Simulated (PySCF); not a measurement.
Molecule: SMILES C=C(C#N)CC, C$_{5}$H$_{7}$N.

Bonds (- single, = double, # triple, : aromatic): C1=C2, C2-C3, C3#N4, C2-C5, C5-C6. C1 carries H7, H8; C5 carries H9, H10; C6 carries H11, H12, H13. H8 is cis to C3; H7 is trans to C3.

Frames of a GFN2-xTB Langevin trajectory at 600 K; GIAO PBE0/pcSseg-1 shieldings in PySCF 2.14, gas phase, non-relativistic; equivalent atoms averaged within each frame.

Referencing at the same level of theory: TMS for 13C (σ = 186.93 ppm) and 1H (σ = 31.72 ppm); 15N (σ = 267.73 ppm) against NH3. The references are static minima.

How do the shifts (ppm) fluctuate along the trajectory?

## Answers


| time (fs) | C1 | C2 | C3 | C5 | C6 | N4 | H7 | H8 | H11/H12/H13 | H9/H10 |
| --- | --- | --- | --- | --- | --- | --- | --- | --- | --- | --- |
| optimised geometry | 137.6 | 133.8 | 123.4 | 35.2 | 16.8 | 318.0 | 6.06 | 6.11 | 1.27 | 2.29 |
| 250 | 149.1 | 140.8 | 127.4 | 37.1 | 28.7 | 344.6 | 6.83 | 6.41 | 2.17 | 2.09 |
| 425 | 135.5 | 128.5 | 119.5 | 32.5 | 13.1 | 310.9 | 6.96 | 5.85 | 1.07 | 3.01 |
| 625 | 135.0 | 142.2 | 125.6 | 32.0 | 8.5 | 320.8 | 5.67 | 6.04 | 1.35 | 2.94 |
| 800 | 143.8 | 140.5 | 126.8 | 27.7 | 12.8 | 328.1 | 6.43 | 7.16 | 0.81 | 2.63 |
| 1000 | 135.5 | 130.3 | 119.4 | 44.8 | 11.3 | 311.5 | 5.73 | 5.35 | 1.37 | 3.80 |
| mean of frames | 139.8 | 136.5 | 123.8 | 34.8 | 14.9 | 323.2 | 6.32 | 6.16 | 1.35 | 2.89 |
| standard deviation | 6.3 | 6.5 | 4.0 | 6.5 | 7.9 | 13.9 | 0.60 | 0.68 | 0.51 | 0.63 |

5 frames give an uncertainty of the mean of about the standard deviation over 2.2 at best, since frames this close in time may not be independent; classical motion lacks zero-point vibration, and the reference would need the same averaging.
